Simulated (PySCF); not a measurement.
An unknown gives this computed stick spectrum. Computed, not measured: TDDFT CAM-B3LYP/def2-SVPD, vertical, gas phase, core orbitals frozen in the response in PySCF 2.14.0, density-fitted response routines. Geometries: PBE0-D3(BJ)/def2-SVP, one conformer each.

| state | E (eV) | λ (nm) | f |
| --- | --- | --- | --- |
| S1 | 4.84 | 256.3 | 0.0040 |
| S2 | 5.92 | 209.4 | 0.334 |
| S3 | 6.72 | 184.6 | 0.0002 |
| S4 | 6.83 | 181.4 | 0.0001 |
| S5 | 7.26 | 170.7 | 0.171 |
| S6 | 7.55 | 164.1 | 0.0030 |
| S7 | 7.81 | 158.8 | 0.026 |
| S8 | 7.86 | 157.7 | 0.0020 |
| S9 | 8.04 | 154.3 | 0.064 |
| S10 | 8.21 | 151.1 | 0.0081 |

**Question.** Which candidate is it? All have the formula C3H4ClN.
A. `N#CCCCl`
B. `[H]/N=C\C(=C)Cl`
C. `C[C@@H](Cl)C#N`

**Answer.** B. Its S1, at 4.84 eV, is the lowest among the candidates; the nearest of the others has S1 at 6.77 eV. S1 is HOMO-1→LUMO (92%). Löwdin shares by element: HOMO carbon 54% or more, chlorine 22%, nitrogen 12%; LUMO carbon 63%, nitrogen 22% (atoms not listed hold the other 15%). At the same level the other candidates give, for their lowest levels:
- `C[C@@H](Cl)C#N`: 6.77 eV (f 0.000); 6.91 eV (f 0.008); 7.30 eV (f 0.001); 7.73 eV (f 0.029); 7.88 eV (f 0.001); T1 5.93 eV; HOMO -10.64, LUMO 0.19 eV
- `N#CCCCl`: 7.35 eV (f 0.000); 7.45 eV (f 0.004); 7.53 eV (f 0.000); 7.97 eV (f 0.006); 8.02 eV (f 0.001); T1 6.25 eV; HOMO -10.51, LUMO 0.59 eV

The values belong to the conformer `[H]/[N:5]=[CH:4]\[C:2](=[CH2:1])[Cl:3]`: C1–C2–C4–N5 180°.
Triplets come from the Tamm–Dancoff approximation.
